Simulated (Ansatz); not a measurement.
Compare A (`B1CO1`) with its isomer B (`BC=O`).

Program: Ansatz. Geometries: PBE0-D4/def2-TZVP. ΔE: electronic, gas phase. CCSD(T)/CBS adds triple-zeta CCSD(T) − MP2 to the extrapolated MP2 energy (def2 sets, frozen cores). DFT in def2-TZVPP.

(1) Which is lower in electronic energy at CCSD(T)/CBS, and by how much? (Estimate.)

(2) Give E(B) − E(A) in kcal/mol with CCSD/def2-TZVPP, LDA (SPW92), r2SCAN-D4, PBE0-D4, CCSD(T)/def2-TZVPP, B2PLYP, HF/def2-TZVPP. (Best estimate.)

(3) Does the order hold for the free energy at 298.15 K (harmonic terms from PBE0-D4)? (Best estimate.)

Largest T1 diagnostic: 0.021.

## Answers

(1) Computed: A, by 24.5 kcal/mol.

(2) Computed: CCSD/def2-TZVPP 23.9, LDA (SPW92) 27.9, r2SCAN-D4 24.4, PBE0-D4 25.6, CCSD(T)/def2-TZVPP 23.6, B2PLYP 23.1, HF/def2-TZVPP 20.2. None reverses the order clearly.

(3) Ansatz gave: Yes: G(B) − G(A) = +21.0 kcal/mol.

At CCSD(T), def2-SVP lies −1.5 kcal/mol from the extrapolated value and def2-TZVPP −0.9 kcal/mol. From r2SCAN to r2SCAN0 (25 % exact exchange), in def2-TZVPP and without D4, E(B) − E(A) moves by +1.8 kcal/mol.
